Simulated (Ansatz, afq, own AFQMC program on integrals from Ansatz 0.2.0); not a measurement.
AFQMC on a folder of integrals that Ansatz 0.2.0 wrote.

```yaml
crystal:
  periodic: [false, false, false]
  atoms:
    - {symbol: Zr, position_ang: [0.000000, 0.000000, 0.000000]}
    - {symbol: S, position_ang: [0.000000, 0.000000, 2.143378]}
basis:
  gaussian: {orbitals: def2-TZVPP}
total_charge: 1
magnetization: {spin_polarized: true, initial_magnetization: 1}
correlation: {method: ccsd_t, electrons: outside_noble_gas, hamiltonian_folder: ham}
```

```sh
$ ansatz run in.yaml --threads 1 --pin off --events-out ev --progress --plain --max-ram 16896MiB --backend cuda --devices 0, --max-vram 18GiB
```

afq runs on the folder ham with

```
--method phaseless --trial cisd --walkers 600 --populations 10 --least-time 60 --time-step 0.005 --steps-per-block 50 --equilibration-blocks 40 --max-blocks 4000 --target-error 0.00018 --factor-cut 1e-05 --start spin_pure --seed 9970 --release-times 0.24,0.6,1.2,2,3,4.2 --release-step 0.04 --release-every 3 --taylor-order 6
```

Times are imaginary, in 1/Eh. The walk had a cap of 300 s. With eight or more populations the least sampling time is a fifth of least-time, and the error comes from their spread. Core potentials past Kr, no spin–orbit coupling.

Output of the walk:

```
orbitals 89  electrons 5 4  factors 609 of 615
reference energy -443.82915407 Eh
CCSD correlation -0.24910186 Eh in 15 cycles, weight of the determinant in the CISD state 0.8446
energy of the start -444.073351 Eh
 block  time / (1/Eh)  mean weight  energy / Eh
     1     0.250  0.9998  -444.074029
     2     0.500  0.9997  -444.078812
     3     0.750  1.0005  -444.083881
     4     1.000  0.9997  -444.087570
     5     1.250  1.0000  -444.090971
     7     1.750  1.0003  -444.095987
     9     2.250  0.9995  -444.096829
    14     3.500  1.0000  -444.101006
    40    10.000  1.0006  -444.103450
    66    16.500  0.9999  -444.097252
    92    23.000  0.9996  -444.093508
   118    29.500  0.9998  -444.097045
   144    36.000  1.0006  -444.096616
   170    42.500  1.0001  -444.100446
   196    49.000  1.0005  -444.095218
   209    52.250  1.0005  -444.105126
   222    55.500  0.9997  -444.098817
   248    62.000  0.9995  -444.098992
   274    68.500  1.0013  -444.101701
   300    75.000  1.0001  -444.100025
   326    81.500  1.0000  -444.101495
   352    88.000  0.9999  -444.095814
   378    94.500  1.0006  -444.094598
   404   101.000  1.0002  -444.104374
   430   107.500  0.9981  -444.099008
   456   114.000  1.0001  -444.093743
   482   120.500  1.0002  -444.098697
   508   127.000  1.0000  -444.093962
   534   133.500  0.9995  -444.097901
error from the spread of 10 populations
released: time / (1/Eh)  energy / Eh  error  mean overlap
  0.24  -444.099177  0.000302  0.9985
  0.60  -444.098476  0.001049  0.9964
  1.20  -444.100209  0.000249  0.9925
  2.00  -444.100333  0.000329  0.9923
  3.00  -444.100232  0.000708  0.9889
  4.20  -444.097226  0.004198  0.9687
energy -444.098560 +/- 0.000361 Eh
(rows thinned)
```

The run passed its tests (sampling time, drift between the halves within three errors, error under three times the target), which doesn't prove that it has relaxed, ending at its cap on processor time.

Against this walk (error 9.8 meV) on the same determinant: CCSD(T) 13.7 meV lower (within the noise), CCSDT(Q) 83.0 meV lower. The error is statistical and leaves out the bias of the constraint. The determinant has ⟨S²⟩ = 0.86, so the low cluster orders mix in higher spin (the high orders can go on to a lower state of that spin), while the walk starts as a pure doublet. None of these is a sure reference here. The released energies have errors that jump between times, so the bars are unsure (meV from the phaseless value at times in 1/Eh: 2 ± 29 at 0.60, -45 ± 7 at 1.20, -48 ± 9 at 2.00, -45 ± 19 at 3.00, 36 ± 114 at 4.20), so they give no level.

Cautions: constraint bias not in the error; error above the target (9.8 against 4.9 meV); no spin-orbit coupling; outer-core shells of the metal frozen; higher spins were not checked; raised T1 diagnostic (T1 0.044, weight of the determinant 0.84, largest double 0.05); (T) is large, 8 % of the CCSD correlation; unrestricted determinant spin contaminated (⟨S²⟩ 0.86 against 0.75); the bias of populations of 60 walkers isn't removed.

The walk took 5 min on 1 × NVIDIA H100 80GB HBM3 with 2 threads of AMD EPYC 7R13 Processor (Zen 3), on a shared host (the card was shared). The log's last line is the phaseless energy.

CCSDT and higher add their correlation energy to the determinant of the CCSD(T) run, since their own runs factorise the integrals more tightly (a shift of under 2 meV). A walk keeps the symmetry of its determinant, which the program's search chose and which needn't be the lowest solution, so a lower state of the same spin and another symmetry isn't excluded.
